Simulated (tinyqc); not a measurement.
Inside a calculation. Method: Hueckel theory of the pi electrons, for the molecule [CH2]C=N (SMILES; centres numbered as the heavy atoms are written). One step of it, computed by the program tinyqc.

Question. Orbitals. Diagonalise; E = alpha + x beta with beta < 0, so the largest x are filled first; degenerate levels share their electrons. P = sum n_i c_ri c_si; each orbital has its largest coefficient positive (the first on a tie).

Hueckel matrix in units of beta (H = alpha + beta A), lower triangle:
```
          1C        2C        3N
1C  0.000000
2C  1.000000  0.000000
3N  0.000000  0.970000  0.540000
```

pi electrons, sum of z_r less the charge = 3

Give: x values; occupations; coefficients; charge and bond-order matrix P.

Answer.

x values: 1.5615  0.2682  -1.2897

occupations: 2.0000  1.0000  0.0000

coefficients:
```
       MO1      MO2      MO3
1C  0.4212   0.7094  -0.5652
2C  0.6577   0.1902   0.7289
3N  0.6245  -0.6787  -0.3864
```

charge and bond-order matrix P, lower triangle:
```
        1C      2C      3N
1C  0.8580
2C  0.6890  0.9013
3N  0.0447  0.6924  1.2407
```
